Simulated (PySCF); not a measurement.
Molfile (atoms numbered from 1):
```
C4H8O2
     RDKit          3D

 14 13  0  0  0  0  0  0  0  0999 V2000
   -0.5284    1.4524    0.2488 C   0  0  0  0  0  0  0  0  0  0  0  0
   -0.2588    0.1206   -0.4302 C   0  0  0  0  0  0  0  0  0  0  0  0
   -0.8820   -1.0609    0.3152 C   0  0  0  0  0  0  0  0  0  0  0  0
    1.2265   -0.0911   -0.6209 C   0  0  0  0  0  0  0  0  0  0  0  0
    2.0971    0.6463   -0.2394 O   0  0  0  0  0  0  0  0  0  0  0  0
    1.4923   -1.2257   -1.2866 O   0  0  0  0  0  0  0  0  0  0  0  0
   -1.6103    1.6406    0.3092 H   0  0  0  0  0  0  0  0  0  0  0  0
   -0.1183    1.4579    1.2700 H   0  0  0  0  0  0  0  0  0  0  0  0
   -0.0576    2.2824   -0.2959 H   0  0  0  0  0  0  0  0  0  0  0  0
   -0.6837    0.1322   -1.4507 H   0  0  0  0  0  0  0  0  0  0  0  0
   -0.7074   -2.0071   -0.2149 H   0  0  0  0  0  0  0  0  0  0  0  0
   -1.9677   -0.9154    0.4161 H   0  0  0  0  0  0  0  0  0  0  0  0
   -0.4597   -1.1505    1.3286 H   0  0  0  0  0  0  0  0  0  0  0  0
    2.4578   -1.2816   -1.3542 H   0  0  0  0  0  0  0  0  0  0  0  0
  1  2  1  0
  2  3  1  0
  2  4  1  0
  4  5  2  0
  4  6  1  0
  1  7  1  0
  1  8  1  0
  1  9  1  0
  2 10  1  0
  3 11  1  0
  3 12  1  0
  3 13  1  0
  6 14  1  0
M  END
```

Theoretical values (PySCF): PBE0-D3(BJ)/def2-SVP structure, σ from GIAO-PBE0/pcSseg-1. Single conformer, relativity neglected, no solvent, one averaged value for each set of equivalent atoms.

Chemical shifts δ = σref − σ; ¹³C (σ = 184.41 ppm), ¹H (σ = 31.27 ppm) vs TMS; H2O for ¹⁷O (σ = 334.56 ppm), all at this level.

```csv
atoms,nucleus,count,Hirshfeld charge,δ (ppm)
O5,¹⁷O,1,-0.27,435.2
H14,¹H,1,0.18,5.59
O6,¹⁷O,1,-0.17,?
C1/C3,¹³C,2,-0.12,20.0
H7/H8/H9/H11/H12/H13,¹H,6,0.04,1.18
H10,¹H,1,0.05,?
C2,¹³C,1,-0.03,34.0
C4,¹³C,1,0.22,180.0
```

Problem. Fill in the missing shifts.

Solution. 
- H10: 2.26 ppm, hydrogen on an sp3 CH α to a carbonyl; α to C=O
- O6: 210.0 ppm, acid hydroxyl oxygen

OH and NH positions are those of a molecule without intermolecular hydrogen bonds; in solution they move with solvent, concentration and temperature, and exchange usually removes their couplings. Shifts are as computed. Against solution values, carbons near 30 ppm lie about +2 ppm off and those near 130 ppm about +4 ppm. Of 246 compounds with measured shifts, 49 miss one by over three times the rms of a fit or turn the order of signals round; such compounds aren't used in these exercises. In solution the two oxygens of a carboxylic acid exchange roles by proton transfer and give one 17O line. Hydrogen bonding in solution shields acid and N–H amide carbonyl oxygens by tens of ppm. Hydrogen bonding in solution deshields acid and N–H amide carbonyl carbons by as much as 10 ppm beyond these values. Unscaled 17O shifts of doubly bonded oxygen tend to come out too high, by tens of ppm or more. Experimental scales use liquid or dissolved standards, which lie at an offset from isolated H2O (liquid H2O: subtract about 36 ppm).
